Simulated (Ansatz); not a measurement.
For rock-salt CdO, PBEsol in Ansatz (PAW) gives:

| Property | Value |
|---|---|
| equilibrium lattice constant a | 4.690 Å |
| bulk modulus B0 | 145 GPa |
| cohesive energy | 3.36 eV/atom |
| band gap at the measured cell | 0.00 eV |
| enthalpy of formation | -1.070 eV/atom |

What does HSE06 in Ansatz (plane waves, PAW) give for the same quantities?


- lattice constant a: 4.706 Å (rises by 0.3 %)
- bulk modulus: 145 GPa (is nearly the same)
- cohesive energy: 2.83 eV/atom (shrinks by 0.53 eV/atom)
- band gap at the measured cell: 0.91 eV (goes up by 0.91 eV)
- formation enthalpy: -1.034 eV/atom (moves by +0.036 eV/atom)

For comparison: lattice constant a 4.696 Å (measured, temperature not stated, no zero-point or thermal correction; as tabulated in Gopal et al. (2015), doi:10.1103/physrevb.91.245202); bulk modulus 147 GPa (measured, temperature not stated, no zero-point or thermal correction; as tabulated in Gopal et al. (2015), doi:10.1103/physrevb.91.245202); cohesive energy 3.23 ± 0.03 eV/atom (worked out here from tabulated enthalpies at 298 K, copied from a table, unchecked, brought to a static lattice with a Debye model, atoms in their spin–orbit ground levels; inputs from the CRC Handbook); band gap 0.84 eV (measured, 100 K, zero-point motion not removed, lower of two indirect gaps; as tabulated in Menéndez-Proupin et al. (2004), arXiv:cond-mat/0405700); formation enthalpy -1.327 ± 0.002 eV/atom (measured, 0 K, taken to 0 K with the table's H(298.15)-H(0) of compound and elements; zero-point energies not removed; as tabulated in Cox, Wagman, Medvedev, CODATA Key Values for Thermodynamics (1989)).

Changes are worked out from the printed values.

Unless a cell is named, each level is at its own relaxed cell (PBEsol 12.90, HSE06 13.02 Å³/atom).

Spin–orbit coupling is included only where a level's name says +SOC; with heavier elements it mostly lowers gaps and can invert bands. A gap of zero means that the bands touch or overlap. Density-functional gaps are differences of (generalised) Kohn–Sham levels.

Caveats: exact exchange on metals is sensitive to the k mesh and can open a false gap (HSE06). Ansatz's density-functional and Hartree–Fock values are scalar-relativistic unless marked +SOC, with PAW data made under PBE.

Ansatz is a first-principles code.
